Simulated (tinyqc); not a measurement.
Inside a calculation. Method: UHF in the sto-3g basis, for LiH, spin multiplicity 3. One step of it, computed by the program tinyqc.

Problem. Orthogonalisation. S = U s U^T; symmetric (Loewdin) form X = U s^(-1/2) U^T, so that X^T S X = 1.

overlap S, lower triangle:
```
           1Li 1s    1Li 2s   1Li 2px   1Li 2py   1Li 2pz     2H 1s
1Li 1s   1.000000
1Li 2s   0.241137  1.000000
1Li 2px  0.000000  0.000000  1.000000
1Li 2py  0.000000  0.000000  0.000000  1.000000
1Li 2pz  0.000000  0.000000  0.000000  0.000000  1.000000
2H 1s    0.004941  0.166959  0.000000  0.000000  0.254283  1.000000
```

Give: eigenvalues of S; X.

Solution.

eigenvalues of S: 0.6571  0.8201  1.0000  1.0000  1.1754  1.3474

X, lower triangle:
```
          1Li 1s   1Li 2s  1Li 2px  1Li 2py  1Li 2pz   2H 1s
1Li 1s    1.0232
1Li 2s   -0.1273   1.0349
1Li 2px   0.0000   0.0000   1.0000
1Li 2py   0.0000   0.0000   0.0000   1.0000
1Li 2pz  -0.0031   0.0178   0.0000   0.0000   1.0260
2H 1s     0.0142  -0.0917   0.0000   0.0000  -0.1352  1.0376
```
